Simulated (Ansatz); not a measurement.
# AlBH4S: how energies converge with the basis set

How large a basis does AlBH4S need? Two functionals are run in growing sets.

Method: one geometry, several basis sets; program: Ansatz 0.2.0, Gaussian basis.

Levels to be run: PBE0-D4/def2-SVP; ωB97M-V/def2-SVP; PBE0-D4/def2-QZVPP; ωB97M-V/def2-QZVPP; the functionals' def2-TZVPP values are taken from earlier runs.

## Step 1: The geometry

The geometry comes from an earlier relaxation with PBE0-D4 in a triple-zeta def2 set; it is a stationary point, not always the lowest conformer.

SMILES `B[S][AlH2]`, 7 atoms, charge 0, spin multiplicity 1.

Atoms are counted from 1 here; the program's logs count them from 0.

Bond lengths: B1–S2 1.787 Å, B1–H4 1.194 Å, B1–H5 1.193 Å, S2–Al3 2.205 Å, Al3–H6 1.578 Å, Al3–H7 1.581 Å. Angles: S2–B1–H4 121.5°, S2–B1–H5 117.2°, H4–B1–H5 121.3°, B1–S2–Al3 99.5°, S2–Al3–H6 119.3°, S2–Al3–H7 116.4°, H6–Al3–H7 124.3°.

## Step 2: PBE0-D4 in def2-SVP

Input file in.yaml:

```yaml
crystal:
  periodic: [false, false, false]
  atoms:
    - {symbol: B, position_ang: [-1.424116, 0.265100, -0.512658]}
    - {symbol: S, position_ang: [-0.039856, 1.333734, -0.145957]}
    - {symbol: Al, position_ang: [1.430555, -0.182695, 0.486692]}
    - {symbol: H, position_ang: [-1.350297, -0.919122, -0.379970]}
    - {symbol: H, position_ang: [-2.427033, 0.785191, -0.896431]}
    - {symbol: H, position_ang: [1.018320, -1.705542, 0.487813]}
    - {symbol: H, position_ang: [2.853627, 0.355333, 0.915012]}
basis:
  gaussian: {orbitals: def2-SVP}
hamiltonian: {xc: pbe0, dispersion: d4}
output: {orbitals: {seedname: orbitals}}
```

On the command line:

```console
ansatz run in.yaml --threads 2 --pin off --events-out ev --progress --plain --max-ram 4352MiB
```

After this run come: ωB97M-V in def2-SVP; PBE0-D4 in def2-QZVPP; ωB97M-V in def2-QZVPP.

Q: Predict the results of all the runs planned. Wanted: PBE0-D4: double and triple zeta above quadruple; ωB97M-V: double and triple zeta above quadruple.

As calculated:

| quantity | value |
| --- | --- |
| PBE0-D4: double and triple zeta above quadruple | 7.41, 0.58 eV |
| ωB97M-V: double and triple zeta above quadruple | 7.44, 0.55 eV |

**Reading.** For PBE0-D4 the step from double to triple zeta gains 6.83 eV and the next only 0.58 eV. These are total energies; as a rule much of such shifts cancels in differences, which this series doesn't test.
